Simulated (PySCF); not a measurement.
# Worked example: entropy of an ideal gas

pyrrole (C4H5N), SMILES [nH]1cccc1.

Geometry: B3LYP-D3(BJ)/def2-SVP.

B3LYP-D3(BJ)/def2-SVP (PySCF 2.14.0) gives the harmonic wavenumbers 518, 632, 646, 699, 731, 850, 877, 897, 901, 1028, 1059, 1088, 1154, 1187, 1303, 1434, 1470, 1510, 1584, 3234, 3245, 3260, 3265, 3667 cm⁻¹ and the rotational temperatures 0.4374, 0.4301, 0.2168 K. The molar mass is 67.09 g/mol, the symmetry number 2, the spin multiplicity 1.

### Question
Work out the entropy at 298.15 K and 1 atm in the rigid-rotor, harmonic-oscillator model.

### Answer

Translation (Sackur–Tetrode at 1 atm): S = R[1.5 ln M + 2.5 ln T − 1.16487] = 161.2 J/(mol K).
Rotation: q = (√π/σ) T^1.5/√(θA θB θC) = 22600, S = R[ln q + 3/2] = 95.8 J/(mol K).
Vibration: with u = 1.4388 ν/T, each mode gives R[u/(e^u − 1) − ln(1 − e^−u)]:
```tsv
ν (cm⁻¹)	modes	u	S (J/(mol K))
518	1	2.50	2.57
632	1	3.05	1.66
646	1	3.12	1.58
699	1	3.37	1.29
731	1	3.53	1.14
850	1	4.10	0.71
877	1	4.23	0.64
897	1	4.33	0.59
901	1	4.35	0.58
1028	1	4.96	0.35
1059	1	5.11	0.31
1088	1	5.25	0.27
1154	1	5.57	0.21
1187	1	5.73	0.18
1303	1	6.29	0.11
1434	1	6.92	0.07
1470	1	7.09	0.06
1510	1	7.29	0.05
1584	1	7.64	0.03
```
The stiffer modes add less than 0.005 each. Sum 12.4 J/(mol K).
Spin: R ln 1 = 0.0 J/(mol K).
Total 269.4 J/(mol K); the program's own thermochemistry gives 269.4. Translation makes up 60 % and vibration 5 %. Anharmonicity, hindered rotation and orbital degeneracy are left out.
